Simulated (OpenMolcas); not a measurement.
# A workflow on H3O+ (oxonium)

We compute a single-point energy (HF/STO-3G), then a single-point energy (CASSCF(2,2)/STO-3G), then the energy (CASPT2(2,2)/STO-3G), then a single-point energy (SC-NEVPT2(2,2)/STO-3G), then a single-point energy (MRCI(2,2)/STO-3G) of H3O+ (oxonium). 

The results are computed with OpenMolcas 26.06.

1 further run of the same task is left out (set aside as unsound or not needed).

## 1. The structure to begin with

H3O+: 4 atoms, total charge +1, spin state singlet. SMILES: `[OH3+]`. The O1–H2 distance was set to 1.467 Å, away from the relaxed value. At this shape a bond of the SMILES string is far longer than usual.

Bond lengths: O1–H3 0.978 Å, O1–H4 0.978 Å. Angles: H3–O1–H4 113.0°.

## 2. The energy at HF/STO-3G (run 1)

step1.inp reads:

```
* H3O Hartree-Fock
&GATEWAY
BasLib = $CurrDir
Coord
4
angstrom
O        0.163425      -0.544263      -0.086710
H        0.219060       0.918440       0.015140
H       -0.427435      -0.855853      -0.801330
H       -0.010685      -0.981013       0.771070
Basis = STO-3G
Group = NoSym
&SEWARD
&SCF
Charge = 1
PrOrbitals = 1 1
```

The basis set STO-3G is read from a file made from the Basis Set Exchange's data (not shown).

Run with:

```sh
$ export MOLCAS_MEM=1860
$ pymolcas step1.inp > step1.log
```

Output:

```text
--- Start Module: gateway ---
[...]
--- Stop Module: gateway /rc=_RC_ALL_IS_WELL_ ---
--- Start Module: seward ---
[...]
      Basis functions            8
--- Stop Module: seward /rc=_RC_ALL_IS_WELL_ ---
--- Start Module: scf ---
[...]
       Convergence after  13 Iterations
[...]
::    Total SCF energy                                -75.2155981076
[...]
      Total spin, S                                     0.0000000000
[...]
      Total electronic charge=   10.000000
      Total            charge=    1.000000
[...]
      Dipole Moment (debye):
      Origin of the operator (angstrom)=    0.1258   -0.5064   -0.0737
                   X= -1.5007E+00               Y=  1.9799E+00               Z=  5.5563E-01           Total=  2.5457E+00
      Center of Charge (angstrom)
[...]
--- Stop Module: scf /rc=_RC_ALL_IS_WELL_ ---
[...]
```

Wall time 1.7 s (1 thread of Intel Xeon Platinum 8488C (Sapphire Rapids), shared host); peak memory 0.37 GiB.

## 3. A single-point energy at CASSCF(2,2)/STO-3G (run 2)

step2.inp reads:

```
* H3O CASSCF
>>> EXPORT MOLCAS_PRINT=2
&gateway
baslib=$CurrDir
coord
4
angstrom
O        0.163425      -0.544263      -0.086710
H        0.219060       0.918440       0.015140
H       -0.427435      -0.855853      -0.801330
H       -0.010685      -0.981013       0.771070
basis=STO-3G
group=NoSym
&seward
&rasscf
fileorb=$CurrDir/step1.ScfOrb
spin=1
nactel=2 0 0
inactive=4
ras2=2
orblisting=Nothing
```

The basis set STO-3G is read from a file made from the Basis Set Exchange's data (not shown).

Run with:

```sh
$ export MOLCAS_MEM=1860
$ pymolcas step2.inp > step2.log
```

Output:

```text
--- Start Module: gateway ---
[...]
--- Stop Module: gateway /rc=_RC_ALL_IS_WELL_ ---
--- Start Module: seward ---
[...]
      Basis functions            8
--- Stop Module: seward /rc=_RC_ALL_IS_WELL_ ---
--- Start Module: rasscf ---
[...]
      Number of active orbitals                  2
[...]
      Spin quantum number                      0.0
[...]
      Active orbitals                            2
[...]
      Number of CSFs                             3
[...]
      Number of root(s) required                 1
[...]
 ###    WARNING: Large orbital rotation.                                     ###
 ###############################################################################
      Molecular orbital   4 of symmetry 1 MO space 1  weight is    0.476017
[...]
 ###    WARNING: Large orbital rotation.                                     ###
 ###############################################################################
      Molecular orbital   5 of symmetry 1 MO space 2  weight is    0.425868
[...]
      Convergence after 13 iterations
[...]
      printout of CI-coefficients larger than  0.05 for root  1
      energy=     -75.251982
      conf/sym  11     Coeff  Weight
             1  20   0.97994 0.96028
             3  02  -0.19931 0.03972
      Natural orbitals and occupation numbers for root  1
      sym 1:   1.920552   0.079448
      ************************************************************************************************************************
      *                                                    Final results                                                     *
[...]
::    RASSCF root number  1 Total energy:    -75.25198168
[...]
      Total electronic charge=   10.000000
      Total            charge=    1.000000
[...]
      Dipole Moment (debye):
      Origin of the operator (angstrom)=    0.1258   -0.5064   -0.0737
                   X= -1.6420E+00               Y=  9.8024E-01               Z=  5.1340E-01           Total=  1.9800E+00
      Center of Charge (angstrom)
[...]
--- Stop Module: rasscf /rc=_RC_ALL_IS_WELL_ ---
[...]
```

Wall time 1.7 s (1 thread of Intel Xeon Platinum 8488C (Sapphire Rapids), shared host); peak memory 0.37 GiB.

## 4. A single-point energy at CASPT2(2,2)/STO-3G (run 3)

step3.input reads:

```
&gateway
baslib = $CurrDir
coord
4
angstrom
O        0.163425      -0.544263      -0.086710
H        0.219060       0.918440       0.015140
H       -0.427435      -0.855853      -0.801330
H       -0.010685      -0.981013       0.771070
basis = STO-3G
group = NoSym
&seward
&rasscf
fileorb = $CurrDir/step2.RasOrb
spin = 1
nactel = 2 0 0
inactive = 4
ras2 = 2
orblisting = Nothing
&caspt2
imaginary = 0.1
frozen = 1
```

The basis set STO-3G is read from a file made from the Basis Set Exchange's data (not shown).

Run with:

```sh
$ export MOLCAS_MEM=1860
$ pymolcas step3.input > step3.log
```

Output:

```text
--- Start Module: gateway ---
[...]
--- Stop Module: gateway /rc=_RC_ALL_IS_WELL_ ---
[...]
      Basis functions            8
[...]
--- Start Module: rasscf ---
[...]
      Number of active orbitals                  2
[...]
      Spin quantum number                      0.0
[...]
      Active orbitals                            2
[...]
      Number of CSFs                             3
[...]
      Number of root(s) required                 1
[...]
      Convergence after  4 iterations
[...]
      printout of CI-coefficients larger than  0.05 for root  1
      energy=     -75.251982
      conf/sym  11     Coeff  Weight
             1  20   0.97994 0.96028
             3  02  -0.19931 0.03972
      Natural orbitals and occupation numbers for root  1
      sym 1:   1.920552   0.079448
      ************************************************************************************************************************
      *                                                    Final results                                                     *
[...]
::    RASSCF root number  1 Total energy:    -75.25198168
[...]
      Total electronic charge=   10.000000
      Total            charge=    1.000000
[...]
      Dipole Moment (debye):
      Origin of the operator (angstrom)=    0.1258   -0.5064   -0.0737
                   X= -1.6420E+00               Y=  9.8025E-01               Z=  5.1340E-01           Total=  1.9800E+00
      Center of Charge (angstrom)
[...]
--- Stop Module: rasscf /rc=_RC_ALL_IS_WELL_ ---
--- Start Module: caspt2 ---
[...]
 ###    WARNING: User changed nr of frozen orbitals.                         ###
 ###############################################################################
[...]
      E2 (Variational):          -0.0376555912
      Total energy:             -75.2896372716
[...]
      Reference weight:           0.98616
[...]
::    CASPT2 Root  1     Total energy:    -75.28963727
[...]
--- Stop Module: caspt2 /rc=_RC_ALL_IS_WELL_ ---
[...]
```

It took 1.6 s on 1 thread of Intel Xeon Platinum 8488C (Sapphire Rapids), shared host; peak memory 0.37 GiB.

## 5. The energy at SC-NEVPT2(2,2)/STO-3G (run 4)

step4.input reads:

```
* H3O NEVPT2

&GATEWAY
  BasLib=$CurrDir
  Coord
  4
  angstrom
  O        0.163425      -0.544263      -0.086710
  H        0.219060       0.918440       0.015140
  H       -0.427435      -0.855853      -0.801330
  H       -0.010685      -0.981013       0.771070
  Basis=STO-3G
  Group=NoSym

&SEWARD

&RASSCF
  FileOrb=$CurrDir/step2.RasOrb
  Spin=1
  Nactel=2 0 0
  Inactive=4
  Ras2=2
  OrbListing=Nothing

&CASPT2
  SC-NEVPT2
  Frozen=1
```

The basis set STO-3G is read from a file made from the Basis Set Exchange's data (not shown).

Run with:

```sh
$ export MOLCAS_MEM=1860
$ pymolcas step4.input > step4.log
```

Output:

```text
--- Start Module: gateway ---
[...]
--- Stop Module: gateway /rc=_RC_ALL_IS_WELL_ ---
[...]
      Basis functions            8
[...]
--- Start Module: rasscf ---
[...]
      Number of active orbitals                  2
[...]
      Spin quantum number                      0.0
[...]
      Active orbitals                            2
[...]
      Number of CSFs                             3
[...]
      Number of root(s) required                 1
[...]
      Convergence after  4 iterations
[...]
      printout of CI-coefficients larger than  0.05 for root  1
      energy=     -75.251982
      conf/sym  11     Coeff  Weight
             1  20   0.97994 0.96028
             3  02  -0.19931 0.03972
      Natural orbitals and occupation numbers for root  1
      sym 1:   1.920552   0.079448
      ************************************************************************************************************************
      *                                                    Final results                                                     *
[...]
::    RASSCF root number  1 Total energy:    -75.25198168
[...]
      Total electronic charge=   10.000000
      Total            charge=    1.000000
[...]
      Dipole Moment (debye):
      Origin of the operator (angstrom)=    0.1258   -0.5064   -0.0737
                   X= -1.6420E+00               Y=  9.8025E-01               Z=  5.1340E-01           Total=  1.9800E+00
      Center of Charge (angstrom)
[...]
--- Stop Module: rasscf /rc=_RC_ALL_IS_WELL_ ---
--- Start Module: caspt2 ---
[...]
 ###    WARNING: User changed nr of frozen orbitals.                         ###
 ###############################################################################
[...]
      E2 (Variational):          -0.0388133072
[...]
      E2 (Variational):          -0.0387305749
      Total energy:             -75.2907122553
[...]
      Reference weight:           0.98509
[...]
::    SC-NEVPT2 Root  1     Total energy:    -75.29071226
[...]
--- Stop Module: caspt2 /rc=_RC_ALL_IS_WELL_ ---
[...]
```

Run time: 1.6 s. Hardware: 1 thread of Intel Xeon Platinum 8488C (Sapphire Rapids), shared host; peak memory 0.37 GiB.

## 6. A single-point energy at MRCI(2,2)/STO-3G (run 5)

step5.inp reads:

```
* H3O MRCI
>>> EXPORT MOLCAS_PRINT=2
&GATEWAY
BasLib=$CurrDir
Coord
4
angstrom
O        0.163425      -0.544263      -0.086710
H        0.219060       0.918440       0.015140
H       -0.427435      -0.855853      -0.801330
H       -0.010685      -0.981013       0.771070
Basis=STO-3G
Group=NoSym
&SEWARD
&RASSCF
FileOrb=$CurrDir/step2.RasOrb
Spin=1
Nactel=2 0 0
Inactive=4
Ras2=2
OrbListing=Nothing
&MOTRA
LumOrb
Frozen=1
&GUGA
Electrons=8
Spin=1
Inactive=3
Active=2
CIAll=1
&MRCI
SDCI
```

The basis set STO-3G is read from a file made from the Basis Set Exchange's data (not shown).

Run with:

```sh
$ export MOLCAS_MEM=1860
$ pymolcas step5.inp > step5.log
```

Output:

```text
--- Start Module: gateway ---
[...]
--- Stop Module: gateway /rc=_RC_ALL_IS_WELL_ ---
[...]
      Basis functions            8
[...]
      Number of active orbitals                  2
[...]
      Spin quantum number                      0.0
[...]
      Active orbitals                            2
[...]
      Number of CSFs                             3
[...]
      Number of root(s) required                 1
[...]
      Convergence after  4 iterations
[...]
      printout of CI-coefficients larger than  0.05 for root  1
      energy=     -75.251982
      conf/sym  11     Coeff  Weight
             1  20   0.97994 0.96028
             3  02  -0.19931 0.03972
      Natural orbitals and occupation numbers for root  1
      sym 1:   1.920552   0.079448
      ************************************************************************************************************************
      *                                                    Final results                                                     *
[...]
::    RASSCF root number  1 Total energy:    -75.25198168
[...]
      Dipole Moment (debye):
      Origin of the operator (angstrom)=    0.1258   -0.5064   -0.0737
                   X= -1.6420E+00               Y=  9.8025E-01               Z=  5.1340E-01           Total=  1.9800E+00
      Center of Charge (angstrom)
[...]
      *** WARNING: Default frozen orbitals is overwritten by user input.
      *** Default values:   1
[...]
--- Start Module: guga ---
[...]
--- Stop Module: guga /rc=_RC_ALL_IS_WELL_ ---
--- Start Module: mrci ---
[...]
       (But an ACPF correction will be computed)
       USE THE DEFAULT ACPF G-VALUE GFAC=  0.25000000000000000
[...]
                      CI ENERGY:   -75.30092939
[...]
                ACPF CORRECTION:    -0.00093016
[...]
      Total electronic charge=   10.000000
      Total            charge=    1.000000
[...]
     ACPF CORRECTION:     -0.00093016
[...]
  CI State   1     Total energy:    -75.30092939     QDav:     -0.00124812     QACPF:     -0.00093016
[...]
--- Stop Module: mrci /rc=_RC_ALL_IS_WELL_ ---
[...]
```

Run time: 1.6 s. Hardware: 1 thread of Intel Xeon Platinum 8488C (Sapphire Rapids), shared host; peak memory 0.37 GiB.

## 7. Outcome

```
                                  quantity         value
            run 1, HF/STO-3G: total energy  -75.21560 Eh
             run 1, HF/STO-3G: HOMO energy     -22.61 eV
             run 1, HF/STO-3G: LUMO energy      -3.85 eV
           run 1, HF/STO-3G: HOMO–LUMO gap      18.76 eV
   run 2, CASSCF(2,2)/STO-3G: total energy  -75.25198 Eh
   run 3, CASPT2(2,2)/STO-3G: total energy  -75.28964 Eh
run 4, SC-NEVPT2(2,2)/STO-3G: total energy  -75.29071 Eh
     run 5, MRCI(2,2)/STO-3G: total energy  -75.30093 Eh
```

In words: Mulliken charges (run 2, CASSCF(2,2)/STO-3G) run from -0.15 on O1 to +0.40 on H3; they depend strongly on the basis. Mulliken charges (run 4, SC-NEVPT2(2,2)/STO-3G) of the CASSCF density run from -0.15 on O1 to +0.40 on H3; they depend strongly on the basis.
